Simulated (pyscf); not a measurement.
Thermochemistry of product channels of H₃C–O⁻ (SMILES C[O-]) + H₂C=CH₂ (SMILES C=C) on the singlet surface, in kcal/mol, from ωB97M-D3(BJ)/def2-TZVPD energies (ideal gas, 1 atm, RRHO with modes under 100 cm⁻¹ raised to 100, one conformer, R ln 2 for rigid chiral ones). Optimised with ωB97X-D3(BJ)/def2-SVPD in PySCF.

| products | ΔE | ΔH(298 K) | ΔG(600 K) | ΔG(900 K) |
|---|---|---|---|---|
| H₂C=O (SMILES C=O) + H₂C⁻–CH₃ (SMILES [CH2-]C) | +29.0 | +27.9 | +24.9 | +23.2 |
| H₂C⁻–CH₂–O–CH₃ (SMILES [CH2-]COC) | ___ | +5.1 | +24.1 | +32.9 |

Task: Some entries are withheld; supply them.

Result: 
- H₂C⁻–CH₂–O–CH₃ (SMILES [CH2-]COC), ΔE: +3.1

These are energies of the channels, which say nothing of barriers. H₂C⁻–CH₂–O–CH₃ lies 39.9 kcal/mol over its isomer H₃C–CH(CH₃)–O⁻, and others may lie lower still (electronic energy, ωB97M-D3(BJ)). H₂C⁻–CH₂–O–CH₃ may be a fragile minimum: a first optimisation, from another start, lost the drawn bonds and fell apart.
